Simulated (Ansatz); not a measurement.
System: fcc Ir. Method: HSE06 (PAW; Ansatz, a program for electronic structure).

Run with plane-wave cutoff 500 eV, 8×10×1 k mesh (along the axes of the cell as run), Fermi–Dirac smearing 0.1 eV, scalar-relativistic PAW data made under PBE.

The cell is the one relaxed with r²SCAN.

Problem. Give the computed surface energy of the (110) face and work function of the (110) face.

Solution. 
* **surface energy of the (110) face**: 3.33 J/m²
* **work function of the (110) face**: 4.79 eV

Note: exact exchange on metals is sensitive to the k mesh and can open a false gap.

The slab of 8 atoms is relaxed and unreconstructed.

Spin–orbit coupling is not included.

Computed values are for the static lattice.

The result took very roughly 50 core-minutes.
